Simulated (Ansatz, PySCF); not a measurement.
Species: C3H6Cl (charge 0, doublet). It need not be the lowest isomer of its formula. 
Geometry from a B3LYP-D3(BJ)/def2-TZVP (Ansatz, a program for electronic structure) optimisation:
```xyz
10

C      1.0151    -0.5856     0.0062
C      2.4210    -0.1047     0.0024
C      0.0344     0.5915    -0.0057
H      0.8116    -1.1906     0.8927
H      0.8126    -1.2075    -0.8687
Cl    -1.6829     0.0186    -0.0011
H      2.9291     0.1193    -0.9255
H      2.9281     0.1371     0.9263
H      0.1522     1.2177     0.8751
H      0.1532     1.2006    -0.8982
```
Charge 0, spin multiplicity 2.

Total electronic energies in hartree. Cores are frozen in the correlated levels unless marked. UHF or UKS for open shells. No spin-orbit coupling. Non-relativistic. CBS marks a two-point X^-3 extrapolation of the correlation energy; Hartree-Fock from the larger set. [CCSD(T)-MP2]/basis is that difference in the basis named.

| level | program | energy (Eh) |
|---|---|---|
| HF/def2-TZVPD | PySCF | -576.60857 |
| HF-D4/def2-TZVPD | PySCF + dftd4 | -576.63288 |
| RI-HF/cc-pV(T+d)Z | Ansatz | -576.61528 |
| SVWN5/def2-TZVPD | Ansatz | -575.51532 |
| BLYP-D3(BJ)/def2-TZVPD | Ansatz + dftd3 | -578.06825 |
| r2SCAN/def2-TZVPD | Ansatz | -578.02245 |
| PBE0-D3(BJ)/def2-TZVPD | Ansatz + dftd3 | -577.83387 |
| PBE0-D4/def2-TZVP | Ansatz + dftd4 | -577.83188 |
| LC-wPBE-D4/def2-TZVPD | Ansatz + dftd4 | -577.93481 |
| PBE-QIDH/def2-TZVPD | Ansatz | -577.72126 |
| MP2/6-31G | Ansatz | -576.76036 |
| MP2/6-31G* | Ansatz | -577.02996 |
| SCS-MP2/6-31G | Ansatz | -576.76461 |
| SCS-MP2/aug-cc-pV(D+d)Z | Ansatz | -577.13788 |
| RI-MP2/CBS(cc-pV(T+d)Z,cc-pV(Q+d)Z)+[CCSD(T)-MP2]/cc-pV(D+d)Z | Ansatz | -577.4686 |

Totals of different functionals don't rank their quality; only differences between species are comparable.
